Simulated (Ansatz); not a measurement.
## A-type hexagonal La2O3

All values below come from LDA (PAW; Ansatz, a first-principles code).

Numerical settings: plane-wave cutoff 520 eV, 6×6×4 k mesh (along the axes of the cell as run), perturbation theory, force constants from a 6×6×2 q mesh, scalar-relativistic PAW data made under PBE.

Cell: relaxed at this level.

```yaml
high-frequency dielectric constant (mean over three axes): 4.90
static dielectric constant (mean over three axes): 24.3
zero_point_energy: 0.049 eV/atom
```

Spin–orbit coupling is not included.

The result took roughly 30 core-minutes.
